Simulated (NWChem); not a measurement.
Everything below was run with NWChem. System: disulfur (S2), charge 0, spin multiplicity 3, at a geometry optimised with UPBE0/def2-SVP. Its SCF solution wasn't tested for a lower state. Level: ROCCSD(T)/def2-TZVP, 10 core orbitals frozen.

The NWChem input:

```
start mol
memory heap 100 mb stack 700 mb global 1900 mb
geometry units angstroms nocenter noautoz
  S      0.000000     0.000000     0.951971
  S      0.000000     0.000000    -0.951971
  symmetry group D2h
end
basis spherical
  * library def2-tzvp
end
scf
  rohf
  nopen 2
  maxiter 100
  thresh 1e-7
  semidirect memsize 60000000 filesize 0
  # guess.movecs holds the orbitals of an unrestricted PBE0 run
  vectors input guess.movecs output mol.movecs
end
tce
  freeze core 10
  ccsd(t)
  2eorb
  2emet 13
  thresh 1e-6
  maxiter 100
  tilesize 24
end
task tce energy
```

Output (cleaned and shortened):

```
             Northwest Computational Chemistry Package (NWChem) 7.3.0
             --------------------------------------------------------

                                NWChem Input Module
                                -------------------

 Scaling coordinates for geometry "geometry" by  1.889725989
 (inverse scale =  0.529177249)

 Turning off AUTOSYM since
 SYMMETRY directive was detected!

                             Geometry "geometry" -> ""
                             -------------------------

 Output coordinates in angstroms (scale by  1.889725989 to convert to a.u.)

  No.       Tag          Charge          X              Y              Z
 ---- ---------------- ---------- -------------- -------------- --------------
    1 S                   16.0000     0.00000000     0.00000000     0.95197100
    2 S                   16.0000     0.00000000     0.00000000    -0.95197100

 Effective nuclear repulsion energy (a.u.)      71.1520496653

            Nuclear Dipole moment (a.u.)
            ----------------------------
        X                 Y               Z
 ---------------- ---------------- ----------------
     0.0000000000     0.0000000000     0.0000000000

      Symmetry information
      --------------------

 Group name             D2h
 Group number             26
 Group order               8
 No. of unique centers     1

      Symmetry unique atoms

     1


 Summary of "ao basis" -> "" (spherical)
 ------------------------------------------------------------------------------
       Tag                 Description            Shells   Functions and Types
 ---------------- ------------------------------  ------  ---------------------
 *                         def2-tzvp                  on all atoms

 Summary of "ao basis" -> "ao basis" (spherical)
 ------------------------------------------------------------------------------
       Tag                 Description            Shells   Functions and Types
 ---------------- ------------------------------  ------  ---------------------
 S                         def2-tzvp                13       37   5s5p2d1f

                                 NWChem SCF Module
                                 -----------------

  ao basis        = "ao basis"
  functions       =    74
  atoms           =     2
  closed shells   =    15
  open shells     =     2
  charge          =   0.00
  wavefunction    = ROHF
  use symmetry    = T
  symmetry adapt  = T

 Summary of "ao basis" -> "ao basis" (spherical)
 ------------------------------------------------------------------------------
       Tag                 Description            Shells   Functions and Types
 ---------------- ------------------------------  ------  ---------------------
 S                         def2-tzvp                13       37   5s5p2d1f

      Symmetry analysis of basis
      --------------------------

        ag         16
        au          3
        b1g         3
        b1u        16
        b2g         9
        b2u         9
        b3g         9
        b3u         9

 Forming initial guess at       0.0s

      Symmetry analysis of molecular orbitals - initial
      -------------------------------------------------

  Numbering of irreducible representations:

     1 ag          2 au          3 b1g         4 b1u         5 b2g
     6 b2u         7 b3g         8 b3u

  Orbital symmetries:

     1 b1u         2 ag          3 ag          4 b1u         5 b3u
     6 b2u         7 b3g         8 b2g         9 ag         10 b1u
    11 ag         12 b1u        13 ag         14 b3u        15 b2u
    16 b3g        17 b2g        18 b1u        19 ag         20 b2u
    21 b3u        22 b1u        23 ag         24 b1g        25 b3u
    26 b2u        27 b2g

 Starting SCF solution at       0.1s

 ----------------------------------------------
         Quadratically convergent ROHF

 Convergence threshold     :          1.000E-07
 Maximum no. of iterations :          100
 Final Fock-matrix accuracy:          1.000E-09
 ----------------------------------------------

              iter       energy          gnorm     gmax       time
             ----- ------------------- --------- --------- --------
                 1     -795.0523799304  1.08D+00  4.85D-01      0.3
                 2     -795.0689935933  9.23D-02  2.74D-02      0.4
                 3     -795.0695031775  4.82D-03  1.52D-03      0.4
                 4     -795.0695049333  1.28D-05  7.78D-06      0.5
                 5     -795.0695049334  1.59D-09  3.95D-10      0.6

       Final ROHF results
       ------------------

         Total SCF energy =   -795.069504933359
      One-electron energy =  -1240.640310212920
      Two-electron energy =    374.418755614223
 Nuclear repulsion energy =     71.152049665338

        Time for solution =      0.5s

       Symmetry analysis of molecular orbitals - final
       -----------------------------------------------

  Numbering of irreducible representations:

     1 ag          2 au          3 b1g         4 b1u         5 b2g
     6 b2u         7 b3g         8 b3u

  Orbital symmetries:

     1 b1u         2 ag          3 ag          4 b1u         5 ag
     6 b1u         7 b3u         8 b2u         9 b2g        10 b3g
    11 ag         12 b1u        13 ag         14 b3u        15 b2u
    16 b3g        17 b2g        18 b1u        19 ag         20 b3u
    21 b2u        22 b1u        23 ag         24 b1g        25 b3g
    26 b2g        27 b3u

             Final eigenvalues
             -----------------

              1
    1  -92.0126
    2  -92.0126
    3   -9.0141
    4   -9.0137
    5   -6.6943
    6   -6.6933
    7   -6.6929
    8   -6.6929
    9   -6.6929
   10   -6.6929
   11   -1.0748
   12   -0.7972
   13   -0.5136
   14   -0.4685
   15   -0.4685
   16   -0.1813
   17   -0.1813
   18    0.1379
   19    0.3142
   20    0.3603
   21    0.3603
   22    0.3726
   23    0.4491
   24    0.4491
   25    0.4496
   26    0.4496
   27    0.4617

                       ROHF Final Molecular Orbital Analysis
                       -------------------------------------

 Vector   15  Occ=2.000000D+00  E=-4.684758D-01  Symmetry=b2u
              MO Center= -3.5D-16,  2.1D-16, -3.4D-17, r^2= 2.0D+00
   Bfn.  Coefficient  Atom+Function         Bfn.  Coefficient  Atom+Function
  ----- ------------  ---------------      ----- ------------  ---------------
    16      0.364847  1 S  py                53      0.364847  2 S  py
    19      0.202635  1 S  py                56      0.202635  2 S  py
    13      0.157289  1 S  py                50      0.157289  2 S  py

 Vector   16  Occ=1.000000D+00  E=-1.812995D-01  Symmetry=b3g
              MO Center=  2.8D-18, -2.5D-17,  1.6D-16, r^2= 2.6D+00
   Bfn.  Coefficient  Atom+Function         Bfn.  Coefficient  Atom+Function
  ----- ------------  ---------------      ----- ------------  ---------------
    16      0.419890  1 S  py                53     -0.419890  2 S  py
    19      0.332396  1 S  py                56     -0.332396  2 S  py
    13      0.186319  1 S  py                50     -0.186319  2 S  py

 Vector   17  Occ=1.000000D+00  E=-1.812995D-01  Symmetry=b2g
              MO Center= -4.2D-17, -1.7D-17, -4.2D-17, r^2= 2.6D+00
   Bfn.  Coefficient  Atom+Function         Bfn.  Coefficient  Atom+Function
  ----- ------------  ---------------      ----- ------------  ---------------
    15      0.419890  1 S  px                52     -0.419890  2 S  px
    18      0.332396  1 S  px                55     -0.332396  2 S  px
    12      0.186319  1 S  px                49     -0.186319  2 S  px

 Vector   18  Occ=0.000000D+00  E= 1.378683D-01  Symmetry=b1u
              MO Center= -6.0D-21, -6.0D-21, -1.5D-16, r^2= 5.3D+00
   Bfn.  Coefficient  Atom+Function         Bfn.  Coefficient  Atom+Function
  ----- ------------  ---------------      ----- ------------  ---------------
     5      1.427936  1 S  s                 42     -1.427936  2 S  s
    20     -1.281393  1 S  pz                57     -1.281393  2 S  pz
    17     -0.359571  1 S  pz                54     -0.359571  2 S  pz

 Vector   19  Occ=0.000000D+00  E= 3.141804D-01  Symmetry=ag
              MO Center= -2.8D-15,  5.7D-16,  9.0D-14, r^2= 4.6D+00
   Bfn.  Coefficient  Atom+Function         Bfn.  Coefficient  Atom+Function
  ----- ------------  ---------------      ----- ------------  ---------------
    20      0.859779  1 S  pz                57     -0.859779  2 S  pz
    17     -0.517127  1 S  pz                54      0.517127  2 S  pz
     4      0.216812  1 S  s                 41      0.216812  2 S  s
    28      0.187070  1 S  d  0              65      0.187070  2 S  d  0

 Vector   20  Occ=0.000000D+00  E= 3.603439D-01  Symmetry=b3u
              MO Center=  7.2D-16, -9.0D-16, -1.6D-17, r^2= 4.4D+00
   Bfn.  Coefficient  Atom+Function         Bfn.  Coefficient  Atom+Function
  ----- ------------  ---------------      ----- ------------  ---------------
    18      0.713605  1 S  px                55      0.713605  2 S  px
    15     -0.599756  1 S  px                52     -0.599756  2 S  px
    29     -0.306783  1 S  d  1              66      0.306783  2 S  d  1

 center of mass
 --------------
 x =   0.00000000 y =   0.00000000 z =   0.00000000

 moments of inertia (a.u.)
 ------------------
         206.940674176105           0.000000000000           0.000000000000
           0.000000000000         206.940674176105           0.000000000000
           0.000000000000           0.000000000000           0.000000000000

  Mulliken analysis of the total density
  --------------------------------------

    Atom       Charge   Shell Charges
 -----------   ------   -------------------------------------------------------
    1 S   16    16.00   2.01  0.49  1.48  1.10  0.81  4.17  1.70  0.84  2.23  1.04  0.03  0.09  0.01
    2 S   16    16.00   2.01  0.49  1.48  1.10  0.81  4.17  1.70  0.84  2.23  1.04  0.03  0.09  0.01

 Mulliken analysis of the open-shell density
 -------------------------------------------

    Atom       Charge   Shell Charges
 -----------   ------   -------------------------------------------------------
    1 S   16     1.00   0.00  0.00 -0.00  0.00  0.00  0.03 -0.02  0.18  0.52  0.27  0.00  0.02  0.00
    2 S   16     1.00   0.00  0.00 -0.00  0.00  0.00  0.03 -0.02  0.18  0.52  0.27  0.00  0.02  0.00

       Multipole analysis of the density wrt the origin
       ------------------------------------------------

     L   x y z        total         open         nuclear
     -   - - -        -----         ----         -------
     0   0 0 0     -0.000000     -2.000000     32.000000

     1   1 0 0      0.000000      0.000000      0.000000
     1   0 1 0     -0.000000      0.000000      0.000000
     1   0 0 1      0.000000     -0.000000      0.000000

     2   2 0 0    -19.452947     -3.908247      0.000000
     2   1 1 0      0.000000     -0.000000      0.000000
     2   1 0 1     -0.000000     -0.000000      0.000000
     2   0 2 0    -19.452947     -3.908247      0.000000
     2   0 1 1      0.000000      0.000000      0.000000
     2   0 0 2    -17.845791    -10.873871    103.560726

                   NWChem Extensible Many-Electron Theory Module
                   ---------------------------------------------


            General Information
            -------------------
      Number of processors :     1
         Wavefunction type : Restricted open-shell Hartree-Fock
          No. of electrons :    32
           Alpha electrons :    17
            Beta electrons :    15
           No. of orbitals :   148
            Alpha orbitals :    74
             Beta orbitals :    74
        Alpha frozen cores :    10
         Beta frozen cores :    10
     Alpha frozen virtuals :     0
      Beta frozen virtuals :     0
         Spin multiplicity : triplet
    Number of AO functions :    74
       Number of AO shells :    26
        Use of symmetry is : on
      Symmetry adaption is : on
         Schwarz screening : 0.10D-09

          Correlation Information
          -----------------------
          Calculation type : Coupled-cluster singles & doubles w/ perturbation
   Perturbative correction : (T)
            Max iterations :      100
        Residual threshold : 0.10D-05
     T(0) DIIS level shift : 0.00D+00
     L(0) DIIS level shift : 0.00D+00
     T(1) DIIS level shift : 0.00D+00
     L(1) DIIS level shift : 0.00D+00
     T(R) DIIS level shift : 0.00D+00
     T(I) DIIS level shift : 0.00D+00
   CC-T/L Amplitude update :  5-th order DIIS
                I/O scheme : Global Array Library
        L-threshold :  0.10D-05
        EOM-threshold :  0.10D-05
 no EOMCCSD initial starts read in
 TCE RESTART OPTIONS
 SLICE:      F
 D4D5:       F
 quantumc:   F
 qrotation:  F
 pwtce:      F
 qducc:      F
 nacto:                         0
 nrotv:                         0
 nrot:                          0

            Memory Information
            ------------------
          Available GA space size is     249025848 doubles
          Available MA space size is     104852796 doubles

 Maximum block size supplied by input
 Maximum block size        24 doubles

 tile_dim =     12

 -------------------------------------------------

 Global array virtual files algorithm will be used

 Parallel file system coherency ......... OK

 4-electron integrals stored in orbital form

 v2    file size   =           442403
 4-index algorithm nr.  13 is used
 imaxsize =       30
 imaxsize ichop =        0


CCSD iterations
 ---------------------------------------------------------
 Iter          Residuum       Correlation     Cpu    Wall
 ---------------------------------------------------------
    1   0.1824226146901  -0.3492391412392     1.3     1.3
    2   0.0525473105803  -0.3335010268691     1.1     1.1
    3   0.0273965311193  -0.3531200018463     1.1     1.1
    4   0.0105119787281  -0.3477967723638     1.1     1.1
    5   0.0061887422918  -0.3512254929521     1.1     1.1
    6   0.0010685754731  -0.3504678956186     1.1     1.1
    7   0.0004124365049  -0.3505000444997     1.1     1.1
    8   0.0001878055977  -0.3504860612523     1.1     1.1
    9   0.0000921324442  -0.3504897440308     1.1     1.1
   10   0.0000470041564  -0.3504891278137     1.1     1.1
   11   0.0000057862376  -0.3504901287690     1.2     1.2
   12   0.0000017838219  -0.3504905522857     1.2     1.2
   13   0.0000008076910  -0.3504907821860     1.1     1.1
 -----------------------------------------------------------------
 Iterations converged
 CCSD correlation energy / hartree =        -0.350490782185976
 CCSD total energy / hartree       =      -795.419995715544928

 Singles contributions

 Doubles contributions
 CCSD(T)
 Using plain CCSD(T) code
             total no. of tasks         8440
 total no. of tasks / no. procs         8440
                         wl_min            2           1.1
                         wl_max        12672           4.8
        thresh for no. of tasks         8440

 CCSD[T]  correction energy / hartree =        -0.021051389883284
 CCSD[T] correlation energy / hartree =        -0.371542172069260
 CCSD[T] total energy / hartree       =      -795.441047105428197
 CCSD(T)  correction energy / hartree =        -0.021138454917092
 CCSD(T) correlation energy / hartree =        -0.371629237103068
 CCSD(T) total energy / hartree       =      -795.441134170461964

 Task  times  cpu:       27.1s     wall:       27.1s

 Total times  cpu:       27.1s     wall:       27.1s
```
